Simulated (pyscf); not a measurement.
Thermochemistry of product channels of `[O]=[SiH2]` + `[NH3]` on the singlet surface, in kJ/mol, from ωB97M-D3(BJ)/def2-TZVP energies (ideal gas, 1 atm, RRHO with modes under 100 cm⁻¹ raised to 100, one conformer, R ln 2 for rigid chiral ones). Single points on ωB97X-D3(BJ)/def2-SVP structures (PySCF, gas phase).

| products | ΔE | ΔH(298 K) | ΔG(298 K) | ΔG(600 K) |
|---|---|---|---|---|
| `[NH2][SiH2][OH]` | -254.4 | -247.7 | -208.0 | -169.0 |
| `[NH2][SiH]=[O]` + `[H][H]` | -88.8 | -100.1 | -92.7 | -87.3 |

These are energies of the channels, which say nothing of barriers. H₂N–SiH=O lies 24.1 kJ/mol over its isomer H₂N–Si:–OH [singlet], and others may lie lower still (electronic energy, ωB97M-D3(BJ)).
